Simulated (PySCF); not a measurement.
Structure with atom numbers: `[CH:1]1=[CH:2][C@H:3]2[CH:4]=[CH:5][C@@H:6]12` (H(Xn): hydrogen on atom n).

- shielding tensors at PBE0/pcSseg-1 (GIAO)
- geometry: PBE0-D3(BJ)/def2-SVP
- code: PySCF
- non-relativistic, gas phase, single conformer, rapidly exchanging positions averaged

Shifts are taken against calculated references (same method and geometry level): ¹³C and ¹H against TMS.

| atoms | nucleus | count | δ (ppm) |
| --- | --- | --- | --- |
| H(C3)/H(C6) | ¹H | 2 | 3.90 |
| H(C1)/H(C2)/H(C4)/H(C5) | ¹H | 4 | ? |
| C3/C6 | ¹³C | 2 | ? |
| C1/C2/C4/C5 | ¹³C | 4 | 153.7 |

**Question.** Estimate the values marked ?.

**Answer.** 
- C3/C6: 53.0 ppm, allylic sp3 CH; a saturated carbon with 3 carbon neighbours and no heteroatom attached
- H(C1)/H(C2)/H(C4)/H(C5): 6.86 ppm, hydrogen on an alkene CH; attached to an sp2 carbon and in the plane of the double bond

Shifts are as computed. Against solution values, carbons near 30 ppm lie about +2 ppm off and those near 130 ppm about +5 ppm. Of 1211 compounds with measured shifts, 218 miss one by over three times the rms of a fit or turn the order of signals round; such compounds aren't used in these exercises.
